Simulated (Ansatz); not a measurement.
Take GaSb in the zinc blende structure (space group F-43m, No. 216; a = 6.134 Å) as the base.

The values are results of r2SCAN (Ansatz, a quantum-chemistry and plane-wave program), no SOC, earlier PAW set, not measurements.

The change: full substitution Ga → In; the structure is relaxed again.

Measured lattice parameter a: GaSb 6.0959 Å (room temperature; as listed in I. Vurgaftman, J. R. Meyer, L. R. Ram-Mohan, Journal of Applied Physics (2001)); InSb 6.468 Å (static lattice; corrected from measurement; as listed in Daniel Mejia-Rodriguez, S. B. Trickey, Phys. Rev. B (2018)).

Problem. How well does r2SCAN reproduce the measured shift?

Solution. With r2SCAN the lattice parameter a moves by +0.424 Å (6.134 → 6.558) against +0.372 Å measured. The two measured values stand on different bases (one corrected, one not), which blurs small differences.

Stability against distortions was not tested. The final runs are not spin-polarised.
